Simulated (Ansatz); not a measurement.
# C₂H₂B− (SMILES B=C=[CH-]): single points off equilibrium

An exercise on one series of results from a longer session: the logs are not shown, and one member is left open.

Program: Ansatz 0.2.0, Gaussian basis. Level of theory: single points in def2-TZVPPD. These are calculated values, not measurements.

Cores are frozen in the correlated methods.

## The starting structure

SMILES `B=C=[CH-]`, 5 atoms, charge -1, spin multiplicity 1.

Atoms are counted from 1 here; the program's logs count them from 0.

Bond lengths: B1–C2 1.474 Å, B1–H4 1.227 Å, C2–C3 1.401 Å, C3–H5 1.233 Å. Angles: C2–B1–H4 165.8°, B1–C2–C3 178.9°, C2–C3–H5 115.6°.

As a file:

```
B    -1.2345    0.3672    0.3029
C     0.1004    0.0064   -0.2062
C     1.3590   -0.3403   -0.7151
H    -2.3795    0.7824    0.4475
H     2.1819   -0.7285    0.1165
```

Set-up of the first run:

The input, run/in.yaml:

```yaml
crystal:
  periodic: [false, false, false]
  atoms:
    - {symbol: B, position_ang: [-1.234500, 0.367200, 0.302900]}
    - {symbol: C, position_ang: [0.100400, 0.006400, -0.206200]}
    - {symbol: C, position_ang: [1.359000, -0.340300, -0.715100]}
    - {symbol: H, position_ang: [-2.379500, 0.782400, 0.447500]}
    - {symbol: H, position_ang: [2.181900, -0.728500, 0.116500]}
basis:
  gaussian: {orbitals: "def2-TZVPPD.json"}
total_charge: -1
correlation: {method: ccsd_t}
output: {forces: true}
```

The basis file named in the input lies beside it (Basis Set Exchange, JSON).

No record of the launch command was kept for these runs.

Steps of the session up to this table: CCSD(T)/def2-TZVPPD; PBE0-D4/def2-TZVPPD; wB97M-V/def2-TZVPPD; r2SCAN-D4/def2-TZVPPD; PBE-D4/def2-TZVPPD; BLYP-D4/def2-TZVPPD; BHLYP-D4/def2-TZVPPD.

One of the session's tables, all rows but one given; the rest of the session is left out.

| method | RMS force component (eV/Å) | angle to CCSD(T) forces (°) |
| --- | --- | --- |
| CCSD(T) | 1.146 | reference |
| PBE0-D4 | 1.347 | 11.0 |
| wB97M-V | 1.381 | 8.2 |
| r2SCAN-D4 | 1.272 | 12.5 |
| PBE-D4 | 1.160 | 11.1 |
| BLYP-D4 | 1.151 | 9.6 |
| BHLYP-D4 | ? | ? |

**Question.** Estimate the row for BHLYP-D4.

**Answer.** RMS force component (eV/Å): 1.519; angle to CCSD(T) forces (°): 9.5. In the column «RMS force component (eV/Å)» it is the highest.

To keep in mind: The anion's highest level is positive in at least one run, so there the basis alone may hold the extra electron.
